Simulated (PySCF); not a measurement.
Electronic absorption of methyl acetate

Methyl acetate, C₃H₆O₂.
Numbering: `[CH3:1][O:2][C:3]([CH3:4])=[O:5]` (hydrogens: H6, H7, H8 on C1; H9, H10, H11 on C4)

Computed with TDDFT CAM-B3LYP/def2-SVPD, vertical, gas phase, core orbitals frozen in the response in PySCF. The structure is a single GFN2-xTB conformer in the gas phase; no vibrational or solvent corrections. Torsions of this conformer, `[CH3:1][O:2][C:3]([CH3:4])=[O:5]`: C1–O2–C3–C4 179°.

```json
{"state": "S1", "E (eV)": "5.99", "λ (nm)": "206.9", "ν̃ (cm⁻¹)": "48320", "f": "0.0008", "main configurations (H = HOMO, L = LUMO)": "H→L+1 (94%)"}
{"state": "S2", "E (eV)": "7.77", "λ (nm)": "159.5", "ν̃ (cm⁻¹)": "62700", "f": "0.019", "main configurations (H = HOMO, L = LUMO)": "H→L (86%)"}
{"state": "S3", "E (eV)": "8.31", "λ (nm)": "149.3", "ν̃ (cm⁻¹)": "66990", "f": "0.147", "main configurations (H = HOMO, L = LUMO)": "H-1→L+1 (84%)"}
{"state": "S4", "E (eV)": "8.43", "λ (nm)": "147.1", "ν̃ (cm⁻¹)": "67960", "f": "0.014", "main configurations (H = HOMO, L = LUMO)": "H-1→L (88%)"}
{"state": "S5", "E (eV)": "8.82", "λ (nm)": "140.6", "ν̃ (cm⁻¹)": "71110", "f": "0.0009", "main configurations (H = HOMO, L = LUMO)": "H→L+2 (89%)"}
{"state": "S6", "E (eV)": "8.88", "λ (nm)": "139.6", "ν̃ (cm⁻¹)": "71630", "f": "0.0001", "main configurations (H = HOMO, L = LUMO)": "H-2→L+1 (88%)"}
{"state": "S7", "E (eV)": "9.31", "λ (nm)": "133.1", "ν̃ (cm⁻¹)": "75110", "f": "0.018", "main configurations (H = HOMO, L = LUMO)": "H-1→L+2 (80%)"}
{"state": "S8", "E (eV)": "9.34", "λ (nm)": "132.8", "ν̃ (cm⁻¹)": "75310", "f": "0.0003", "main configurations (H = HOMO, L = LUMO)": "H→L+5 (83%)"}
```

Triplets, Tamm–Dancoff:

```tsv
state	E (eV)	λ (nm)	main configurations (H = HOMO, L = LUMO)
T1	5.48	226.3	H→L+1 (93%)
T2	6.24	198.5	H-1→L+1 (80%), H-3→L+1 (11%)
T3	7.65	162.1	H→L (85%), H→L+3 (8%)
```

The lowest singlet lies at 5.99 eV (207 nm, ultraviolet) and is very weak; its leading configuration is HOMO→LUMO+1 (94%). The strongest level in the table is S3 at 8.31 eV (149 nm, f = 0.147). S1 has the pattern of n→π* at C=O. The listed states span 3.35 eV, and the widest gap between neighbours is 1.78 eV (S1 to S2). The oscillator strengths of these states sum to 0.201; summed over the whole spectrum of an exact calculation they would give the number of electrons, 40 (Thomas–Reiche–Kuhn). Orbital energies (eV): HOMO-3 -12.09, HOMO-2 -11.73, HOMO-1 -10.34, HOMO -9.59, LUMO 1.23, LUMO+1 1.45, LUMO+2 1.80. Only the lowest 8 singlets were computed, as vertical energies without vibronic structure.
